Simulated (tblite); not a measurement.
Compound: fluoromethane, CH3F.
Atom-mapped SMILES: `[CH3:1][F:2]` (hydrogens: H3, H4, H5 on C1)

Computed with GFN2-xTB (tblite), gas phase: Langevin dynamics at 300 K from the optimised GFN2-xTB geometry, time step 0.5 fs, friction 0.01 fs⁻¹, 2000 steps. Over the second half of the run the saved frames average 292 K.

The optimised geometry, where the run starts:
```
atom  x, y, z in Å
C1     -0.067    0.007    0.005
F2      1.282   -0.110   -0.163
H3     -0.299   -0.222    1.046
H4     -0.352    1.030   -0.241
H5     -0.554   -0.703   -0.665
```

t = 100 fs, T = 275 K, E(pot) 0.044 eV above the start
```
atom  x, y, z in Å  |  force x, y, z in eV/Å
C1     -0.149    0.168    0.059    0.319   1.428  -0.117
F2      0.904   -0.542   -0.387    0.529  -0.414  -0.117
H3     -0.593   -0.326    0.888   -0.346  -0.587   0.752
H4      0.239    1.167    0.401   -0.410  -0.683  -0.453
H5     -0.858    0.243   -0.761   -0.091   0.256  -0.065
```

t = 150 fs, T = 257 K, E(pot) 0.161 eV above the start
```
atom  x, y, z in Å  |  force x, y, z in eV/Å
C1     -0.206    0.273    0.206   -0.759  -3.194  -0.107
F2      0.608   -0.698   -0.447   -0.359   1.424   0.752
H3     -0.320   -0.093    1.250    0.187   0.271  -0.491
H4      0.178    1.250    0.182    0.642   0.874  -0.409
H5     -1.172    0.113   -0.310    0.290   0.625   0.254
```

t = 200 fs, T = 300 K, E(pot) 0.085 eV above the start
```
atom  x, y, z in Å  |  force x, y, z in eV/Å
C1     -0.069    0.255    0.219   -0.206   0.908  -0.185
F2      0.404   -0.731   -0.555    0.123  -0.771  -0.534
H3      0.608    0.366    1.039    0.853   0.508   0.405
H4     -0.154    1.162   -0.428   -0.070  -0.544   0.697
H5     -0.991   -0.043    0.695   -0.700  -0.102  -0.383
```

t = 250 fs, T = 218 K, E(pot) 0.085 eV above the start
```
atom  x, y, z in Å  |  force x, y, z in eV/Å
C1     -0.041    0.282    0.186    1.159  -0.956   0.553
F2      0.281   -0.672   -0.780    0.116   0.571   0.822
H3      0.882    0.842    0.516   -0.820  -0.549  -0.682
H4     -0.769    0.894   -0.290   -0.517   0.689  -0.039
H5     -0.432   -0.253    1.080    0.062   0.245  -0.654
```

t = 300 fs, T = 341 K, E(pot) 0.079 eV above the start
```
atom  x, y, z in Å  |  force x, y, z in eV/Å
C1      0.082    0.208    0.175   -2.010  -0.603   0.919
F2      0.268   -0.672   -0.820    0.176  -0.418  -0.416
H3      0.401    1.159   -0.114    0.634   1.457  -0.591
H4     -1.017    0.254    0.411    0.689  -0.090  -0.303
H5      0.577   -0.114    1.070    0.510  -0.346   0.391
```

t = 475 fs, T = 299 K, E(pot) 0.231 eV above the start
```
atom  x, y, z in Å  |  force x, y, z in eV/Å
C1     -0.159    0.017   -0.237   -1.378   2.558  -0.500
F2      0.178   -1.038   -1.009    0.042   0.392   0.107
H3     -1.260    0.179   -0.193    0.260  -0.973   0.023
H4      0.217   -0.036    0.763    0.441  -0.456   0.406
H5      0.104    1.051   -0.656    0.635  -1.520  -0.035
```

t = 800 fs, T = 252 K, E(pot) 0.053 eV above the start
```
atom  x, y, z in Å  |  force x, y, z in eV/Å
C1     -0.078   -0.601   -1.908    1.092  -0.428   0.418
F2      0.568   -1.794   -2.093    0.043  -0.379  -0.176
H3     -1.100   -0.761   -2.177   -0.653   0.113  -0.118
H4      0.060   -0.409   -0.832   -0.220   0.448  -0.427
H5      0.442    0.093   -2.575   -0.262   0.246   0.303
```

t = 875 fs, T = 170 K, E(pot) 0.061 eV above the start
```
atom  x, y, z in Å  |  force x, y, z in eV/Å
C1      0.016   -0.324   -1.752   -0.819  -1.177  -1.214
F2      0.256   -1.681   -1.891    0.272   0.275   0.347
H3     -1.026   -0.249   -2.110    0.244   0.480   0.338
H4      0.137   -0.044   -0.725    0.127   0.141   0.373
H5      0.681    0.164   -2.456    0.176   0.282   0.157
```

t = 1000 fs
```
atom  x, y, z in Å
C1      0.006   -0.046   -1.106
F2      0.218   -1.304   -1.649
H3     -1.077    0.088   -1.215
H4      0.391    0.009   -0.095
H5      0.592    0.554   -1.795
```

Question: Estimate the potential energy and the forces of this last frame.

Answer: 0.095 eV above the start.

| atom | Fx (eV/Å) | Fy (eV/Å) | Fz (eV/Å) |
| --- | --- | --- | --- |
| C1 | -0.061 | -0.794 | -1.216 |
| F2 | 0.040 | -0.168 | 0.636 |
| H3 | 0.296 | 0.401 | 0.328 |
| H4 | -0.132 | -0.183 | 0.084 |
| H5 | -0.142 | 0.745 | 0.168 |

The bond farthest from its length at the start is C1–F2 (1.386 against 1.364 Å), and half the difference of its two atoms' forces along it is -0.64 eV/Å (positive lengthens). The largest atomic force is 1.45 eV/Å.

What follows is the cost of the whole dynamics run. The run took 2.9 s of wall time on one thread, Arm Neoverse V1 (aarch64), no GPU, shared host, and the process peaked at 0.18 GiB of memory.
